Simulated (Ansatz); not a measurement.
**How far each method lies from full CI for AlP⁺, doublet**

Geometry: that of the AlP, triplet, kept fixed. The quartet lies 0.9 eV lower here.

```tsv
atom	x (Å)	y (Å)	z (Å)
Al	0.0000	0.0000	0.0000
P	0.0000	0.0000	2.2080
```

Basis 6-31G; Ansatz 0.2.0. Correlated methods freeze the noble-gas cores, which leaves 7 electrons in 16 orbitals. R marks a restricted (for open shells ROHF) determinant, U an unrestricted one. Active spaces: valence = (7e, 8o) chosen from the atoms' valence shells.

Full CI is exact within this basis and frozen core; it isn't the basis-set limit. The frozen core follows each run's orbitals, which can shift R against U totals by a few meV.

Unrestricted rows (U) aren't spin-pure: their determinants' ⟨S²⟩ exceeds S(S+1) by up to 1.03, so they mix in states of higher spin. For open shells CISD and CISDTQ are restricted-active-space CI with the open shells as a complete middle space.

- UHF ⟨S²⟩: 1.779
- T1 diagnostic (RCCSD): 0.0674
- largest doubles amplitude (RCCSD): 0.192
- T1 diagnostic (UCCSD): 0.0356

```csv
level,E − E(full CI) (kJ/mol),wall time
RHF†,282.1,–
UHF,122.4,–
RMP2†,92.3,–
UMP2,23.3,–
CISD†,86.1,0.69 s
RCCSD†,20.6,–
UCCSD*,-37.6,–
RCCSD(T)†,8.1,1.6 s
UCCSD(T)*,-51.8,2.4 s
BCCD(T)†,9.5,1.8 s
RCCSDT†,4.1,–
UCCSDT*,2.0,–
RCCSDT(Q)†,3.6,3.9 s
UCCSDT(Q)*,0.0,6 s
RCCSDTQ†,3.5,16 s
UCCSDTQ*,-0.1,29 s
CASSCF (valence space),55.2,–
NEVPT2 (valence space),15.5,2.4 s
MRCISD (valence space),1.1,–
MRCISD+Q (valence space),0.1,3.1 s
```

An asterisk marks runs whose energy the program itself flagged as in doubt. A dagger marks rows that describe another state than the reference (another or a broken symmetry, a higher spin or other natural occupations), so the difference holds a gap between states beside the method's error.

Run but not shown, since their state, orbitals or frozen core can't be matched to the reference's or they repeat it: CISDTQ.

Times hold each run's SCF and search for its determinant on a shared host, so for small cases they say little of a method's own cost; they ran on 1 thread of Intel Xeon Platinum 8488C.

More than 5 meV below full CI, which no variational method can be: UCCSD, UCCSD(T).

The restricted determinant belongs to another symmetry than the lowest state (A2); the lowest full-CI state of the determinant's symmetry (B2) lies 0.037 eV higher, and methods that keep that symmetry describe that state.

The full-CI state has the irrep A2 of C2v, in the program's axes (one component, if the state is degenerate).

Natural occupations of full CI about the gap: 1.980 1.932 0.993 0.993 0.993 0.033 0.027 0.027 0.007 0.004; effectively unpaired electrons, Σ n²(2−n)², 3.03. No single determinant describes this state well, so single-reference rows can miss without a flag.
